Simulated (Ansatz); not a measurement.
# PH− (quartet): from Hartree-Fock to the top rungs at distance P1–H2 = 2.489 Å, 6-31++G**

How much of the correlation energy of PH− (quartet) does each wave-function method recover here?

Program: Ansatz 0.2.0, Gaussian basis. Level of theory: 6-31++G**, core rule «outside noble gas», up to 5 orbitals frozen. These are calculated values, not measurements.

Plan: UHF; CCSD(T) on ROHF; CCSD(T) on UHF; BCCD(T) on ROHF; CISD; CCSDT(Q) on ROHF; CCSDT(Q) on UHF; CASSCF and MRCISD+Q, 7 electrons in 5 orbitals; CASSCF and NEVPT2, 7 electrons in 5 orbitals; Full CI.

15 further runs of the same task are left out: 14 that didn't finish, 1 set aside as unsound or not needed.

## 1. What is computed

The geometry derives from a PBE0/def2-TZVPD stationary point (not a proven minimum). One bond is set to the value named and the two fragments are kept rigid.

2 atoms, charge -1, spin multiplicity 4.

Atoms are counted from 1 here; the program's logs count them from 0.

No contacts short enough for the rule that draws bonds.

Geometry (Å):

```xyz
2
charge -1, multiplicity 4
P     0.0000    0.0000    0.0000
H     0.0000    0.0000    2.4890
```

## 2. UHF

File in.yaml:

```yaml
crystal:
  periodic: [false, false, false]
  atoms:
    - {symbol: P, position_ang: [0.000000, 0.000000, 0.000000]}
    - {symbol: H, position_ang: [0.000000, 0.000000, 2.489000]}
basis:
  gaussian: {orbitals: "6-31++G**"}
total_charge: -1
magnetization: {spin_polarized: true, initial_magnetization: 3}
hamiltonian: {xc: hf}
output: {orbitals: {seedname: orbitals}}
```

Launch:

```console
> ansatz run in.yaml --threads 1 --pin off --events-out ev --progress --plain --max-ram 2393MiB
```

After this run come: CCSD(T) on ROHF; CCSD(T) on UHF; BCCD(T) on ROHF; CISD; CCSDT(Q) on ROHF; CCSDT(Q) on UHF; CASSCF and MRCISD+Q, 7 electrons in 5 orbitals; CASSCF and NEVPT2, 7 electrons in 5 orbitals; Full CI.

Before running them: what should the planned runs give, taken together? Wanted: FCI below the RHF energy; RMP2 from FCI; UMP2 from FCI; RCCSD from FCI; RCCSD(T) from FCI; UCCSD(T) from FCI; RCCSDT(Q) from FCI; UCCSDT(Q) from FCI; NEVPT2 valence from FCI.

**Answer**, as computed:

| quantity | value |
| --- | --- |
| FCI below the RHF energy | -3.0251 eV |
| RMP2 from FCI | +17.18 kcal/mol |
| UMP2 from FCI | +17.40 kcal/mol |
| RCCSD from FCI | +2.31 kcal/mol |
| RCCSD(T) from FCI | +0.57 kcal/mol |
| UCCSD(T) from FCI | +0.58 kcal/mol |
| RCCSDT(Q) from FCI | +0.01 kcal/mol |
| UCCSDT(Q) from FCI | -0.01 kcal/mol |
| NEVPT2 valence from FCI | +19.50 kcal/mol |
| MRCISD+Q valence from FCI | +0.53 kcal/mol |
| levels within 1 kcal/mol (43 meV) | RCCSD(T), UCCSD(T), BCCD(T), RCCSDT, UCCSDT, RCCSDT(Q), UCCSDT(Q), MRCISD+Q valence |
| T1 diagnostic | 0.034 |
| effectively unpaired electrons | 3.05 |

In words: RCCSD(T) misses by +0.57 kcal/mol, 0.8 % of the correlation energy. One determinant dominates. Of the multireference levels listed MRCISD+Q valence comes nearest in total energy (+0.53 kcal/mol), which doesn't show that its space is the better one. These misses are within one basis, not against nature; the frozen cores of restricted and unrestricted runs differ, which can shift their rows.
